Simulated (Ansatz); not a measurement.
A nudged elastic band was laid between two geometries of CH6AlN (9 atoms, charge 0, multiplicity 1).

These are results of Ansatz 0.2.0, RKS PBE-D4/6-31G*, not measurements.

| Item | Value |
| --- | --- |
| movable images | 5 |
| climbing image | yes |
| spring | 5.0 eV/Å² |
| optimiser | quadratic models (default) |
| start path | through a guess of the saddle point |
| force threshold | 0.05 eV/Å |
| iteration limit | 60 |
| end points | relaxed |

Initial state:

```xyz
9
Properties=species:S:1:pos:R:3
Al 0.487 0.219 -0.110
C 0.953 -0.128 1.771
H 0.081 -0.424 2.379
H 1.704 -0.935 1.851
H 1.400 0.766 2.242
H 1.525 0.715 -1.230
N -1.198 -0.019 -0.678
H -1.982 -0.321 -0.099
H -1.506 0.128 -1.639
```

Final state:

```xyz
9
Properties=species:S:1:pos:R:3
Al 0.143 0.371 -1.815
C 1.275 -0.143 1.608
H 0.645 -1.022 1.394
H 1.806 -0.297 2.560
H 0.649 0.761 1.681
H 2.012 -0.015 0.798
N -1.361 0.159 -0.801
H -1.380 0.023 0.214
H -2.323 0.164 -1.154
```

(1) What changes between the two ends?

(2) Give the energies along the band, and the barrier.

(3) What is the geometry of the highest image?

Answers

(1) Bonds broken: Al1–C2, Al1–H6. Bonds formed: C2–H6. CH6AlN becomes AlH2N + CH4.

(2) The forces met the threshold. The highest image is number 3 of 0 to 6, 3.07 eV above the first end and 2.41 eV above the last; the last end lies 0.65 eV above the first. The profile has 2 maxima (images 3, 5) with wells between them (image 4): this band takes more than one step, which may be the mechanism or a detour left from its start path. Neighbouring images differ by up to 2.6 eV, so the band resolves the path poorly. A vibrational analysis at the climbing image gives one clearly imaginary mode, 1157i cm⁻¹: a first-order saddle point. The orbitals stay closed-shell, which can raise the energy where a bond breaks towards radicals; this wasn't checked here.

```json
{"image": "0", "path coordinate (Å)": "0.00", "energy (eV)": "0.00", "Al1–C2 (Å)": "1.97", "Al1–H6 (Å)": "1.61", "C2–H6 (Å)": "3.17"}
{"image": "1", "path coordinate (Å)": "1.09", "energy (eV)": "0.01", "Al1–C2 (Å)": "1.97", "Al1–H6 (Å)": "1.61", "C2–H6 (Å)": "3.18"}
{"image": "2", "path coordinate (Å)": "2.17", "energy (eV)": "0.51", "Al1–C2 (Å)": "1.94", "Al1–H6 (Å)": "1.57", "C2–H6 (Å)": "2.78"}
{"image": "3", "path coordinate (Å)": "3.26", "energy (eV)": "3.07", "Al1–C2 (Å)": "2.26", "Al1–H6 (Å)": "1.59", "C2–H6 (Å)": "1.81"}
{"image": "4", "path coordinate (Å)": "5.05", "energy (eV)": "0.66", "Al1–C2 (Å)": "3.75", "Al1–H6 (Å)": "3.16", "C2–H6 (Å)": "1.10"}
{"image": "5", "path coordinate (Å)": "6.84", "energy (eV)": "0.67", "Al1–C2 (Å)": "3.78", "Al1–H6 (Å)": "2.99", "C2–H6 (Å)": "1.10"}
{"image": "6", "path coordinate (Å)": "8.63", "energy (eV)": "0.65", "Al1–C2 (Å)": "3.64", "Al1–H6 (Å)": "3.24", "C2–H6 (Å)": "1.10"}
```

(3) 
```xyz
9
Properties=species:S:1:pos:R:3:forces:R:3
Al 0.498 0.581 -0.653 0.02 0.02 -0.02
C 0.904 0.018 1.495 -0.02 0.00 0.04
H 0.032 0.506 1.972 0.02 -0.01 -0.02
H 0.770 -1.078 1.421 0.01 0.00 0.00
H 1.800 0.228 2.099 0.01 0.00 0.00
H 1.799 0.912 0.197 -0.01 0.00 0.00
N -1.102 -0.223 -0.679 0.01 0.00 0.01
H -1.510 -0.713 0.118 -0.02 0.00 -0.01
H -1.727 -0.231 -1.483 0.00 -0.01 0.00
```

The run took 3.6 min on 1 thread of Arm Neoverse V1 (shared host), peak memory 0.11 GiB.
